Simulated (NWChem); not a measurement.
CHO, doublet; SMILES [CH]=O

All runs: NWChem. Spin-unrestricted. In the optimisation the excess spin sits in a' (Cs, its own frame). Geometry: optimised at PBE-D3(BJ)/def2-SVP, spin-unrestricted. No stability test was run on the SCF state. Vertical excitations in the gas phase; the lowest state need not have the same character in each row. Excited states of an open shell can be spin-contaminated.

For level UHF/def2-SVPD, CIS:

| Item | Result |
|---|---|
| lowest excitation (eV) | 2.72 |
| lowest state with f > 0.02 (eV) | 6.88 |
| oscillator strength of that bright state | 0.027 |
| lowest empty minus highest occupied level, either spin (eV) | 12.87 |

Task: Estimate the same quantities for level PBE/def2-SVPD, TDA.

Result: 
* **lowest excitation (eV)**: 2.21
* **lowest state with f > 0.02 (eV)**: 5.37
* **oscillator strength of that bright state**: 0.051
* **lowest empty minus highest occupied level, either spin (eV)**: 1.69
